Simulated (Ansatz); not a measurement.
The input, for Ansatz 0.2.0:

```yaml
crystal:
  periodic: [false, false, false]
  atoms:
    - {symbol: O, position_ang: [0.000000, -0.122039, 0.074000]}
    - {symbol: H, position_ang: [0.000000, 1.475483, -2.010178]}
    - {symbol: H, position_ang: [0.000000, 0.461689, 0.835550]}
basis:
  gaussian: {orbitals: cc-pVTZ}
magnetization: {spin_polarized: true, initial_magnetization: 0}
hamiltonian: {xc: {name: PBE}}
output: {orbitals: {seedname: orbitals}}
```

```sh
$ ansatz run in.yaml --threads 1 --pin off --events-out ev --progress --plain --max-ram 2393MiB
```

Output:

```
287 factors; their error is unknown
mean field evaluation 1: about -2056.9295 eV, gradient 5.3e1 eV
mean field evaluation 2: about -1916.2414 eV, gradient 1.2e2 eV
mean field evaluation 4: about -2049.7605 eV, gradient 4.8e1 eV
mean field evaluation 8: about -2055.5374 eV, gradient 3.4e1 eV
mean field evaluation 16: about -2072.0291 eV, gradient 9.7e-6 eV
mean field evaluation 32: about -2073.0244 eV, gradient 7.5e-6 eV
mean field evaluation 64: about -2073.0244 eV, gradient 3.6e-6 eV
mean field -2073.02441921 eV, -76.1822422595 hartree, gradient 9.2e-6 eV, S^2 0.895597; 8 other end points of the search recorded, 0 dependent functions left out
reference -2073.02444472 eV, -76.1822431970 hartree; 5, 5 occupied and 53, 53 virtual orbitals, 287 factors
Total energy: -2073.02444472 eV, -76.1822431970 hartree
```

Ran on 1 thread of Arm Neoverse V2, shared host: 2.9 s wall, 0.08 GiB peak host memory.
